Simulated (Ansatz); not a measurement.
Ansatz input

```yaml
crystal:
  lattice:
    - [12.0, 0.0, 0.0]
    - [0.0, 12.3, 0.0]
    - [0.0, 0.0, 12.6]
  atoms:
    - { symbol: "N", position: [0.5, 0.5, 0.4563492063] }
    - { symbol: "N", position: [0.5, 0.5, 0.5436507937] }
hamiltonian:
  xc: pbesol
  pseudopotentials:
    kind: paw
    azcp:
      "N": "pseudopotentials/N.paw.azcp"
basis:
  ecutwfc: 420
  fft_grid_basis: typed
kpoints:
  mp_grid: { grid: [1, 1, 1], shift: [0, 0, 0] }
magnetization:
  spin_polarized: false
scf:
  occupations: { method: fermi_dirac, width: 0.01 }
```

Terminal output

```
Warning: the record states the generating functional pbe (its physics header spells it `PBE`), which answers neither for hamiltonian.xc's functional nor for the pbesol family's — results may be inconsistent (PPs are generated against a specific XC)
Engine: ansatz 0.2.0, x86_64-unknown-linux-gnu
Pseudopotentials: kind: paw
Pseudopotential: N, paw, valence charge 5, recommended cutoff 420 eV (normal) 
Functional definition: PBEsol
  exchange = pbesol_x
  correlation = pbesol_c
Crystal: 2 atoms, lattice volume = 1859.760 Å³
Basis set: ecut = 420 eV, 36331 PW (Γ)
Bands: 9, of which v1, the nominal top of the filled ones, is band 5 counted from 1 (4 counted from 0)
Symmetry: 8 space group operations
Space group: Pmmm (ITA 47), of the structure as read, at distance tolerance 1.2e-4 Å
k-points: 1
Non-local potential: N, projectors of the file, l = 0: 2, l = 1: 2, l = 2: 1
PAW form: soft (Blöchl's): semilocal exchange-correlation on the pseudo side does not see the compensation charge
PAW frozen core: N, regenerated for the run's functional, and the local potential with it (the file was generated under x = pbe(κ = 0.804, μ = 0.2195149727645171), c = pbe(β = 0.06672455060314922))
PAW one-centre angular grid: N, 110 points (default); XC on 64 Gauss nodes
Initial density: superposition of atomic densities (neutral atoms: chi_scale 0, normalization atom), corrected by the library's trained network
Initial wavefunctions: pseudopotential atomic-orbital guess
Functional: x = pbesol(κ = 0.804, μ = 0.12345679012345678), c = pbesol(β = 0.046)
SCF iter   1: F=—  HF=-756.924950 eV  |F-HF|=—  |Δ(HF+E_count)|=         —  Δρ=1.25e-3  dr2=2.36e-2  ethr=1.77e-3  ⟨swp⟩=5.0  Hψ=57  notcnv=0
SCF iter   2: F=—  HF=-756.932922 eV  |F-HF|=—  |Δ(HF+E_count)|=   7.97e-3  Δρ=4.02e-4  dr2=1.44e-3  ethr=2.36e-4  ⟨swp⟩=3.0  Hψ=27  notcnv=0
SCF iter   3: F=—  HF=-756.941187 eV  |F-HF|=—  |Δ(HF+E_count)|=   8.26e-3  Δρ=1.44e-4  dr2=2.09e-4  ethr=1.44e-5  ⟨swp⟩=5.0  Hψ=22  notcnv=0
SCF iter   4: F=—  HF=-756.943740 eV  |F-HF|=—  |Δ(HF+E_count)|=   2.55e-3  Δρ=1.64e-5  dr2=2.72e-6  ethr=2.09e-6  ⟨swp⟩=6.0  Hψ=27  notcnv=0
SCF iter   5: F=—  HF=-756.943795 eV  |F-HF|=—  |Δ(HF+E_count)|=   5.57e-5  Δρ=2.88e-6  dr2=9.29e-8  ethr=2.72e-8  ⟨swp⟩=3.0  Hψ=19  notcnv=0
SCF iter   6: F=-756.943795 eV  HF=-756.943795 eV  |F-HF|=3.16e-9  |Δ(HF+E_count)|=   3.13e-8  Δρ=3.36e-7  dr2=1.26e-9  ethr=9.29e-10  ⟨swp⟩=1.0  Hψ=34  notcnv=0
SCF 1 converged in 6 iterations: F = -756.943795 eV  dr2 = 1.26e-9
SCF converged after 6 iterations
Free energy (F): -756.943795 eV
Harris-Foulkes:  -756.943795 eV  (|F-HF|=3.16e-9)
Internal energy: -756.943795 eV  (E = F + TS)
E sigma→0 (E₀):  -756.943795 eV
Fermi energy:    -5.989895 eV
--- Per-component energies (eV) ---
  E_band       = -148.998449
  E_kinetic    = 250.008509
  E_local      = -1500.617707  (includes V_loc(G=0)·N_el)
  E_nonlocal   = 96.362775
  E_hartree    = 593.985211
  E_xc         = -113.250940
  E_vxc        = -143.968566  (∫ρ·V_xc dr)
  E_paw        = -245.180898  (= ΣΔE_a)
  E_vpaw       = -38.755206  (= ΣTr[D̂ρ^β])
  E_aug_tail   = 0.000169  (compensation charges beyond the density's cutoff)
  E_ewald      = 161.692888
  E_core_change = 0.056198  (= ΣΔE_core)
  E_smearing   = -0.000000  (= −TS)
  E_closure    = 0.000000  (closes the sum)
  Σ components = -756.943795   (vs F -756.943795, Δ=0.00e0)
```
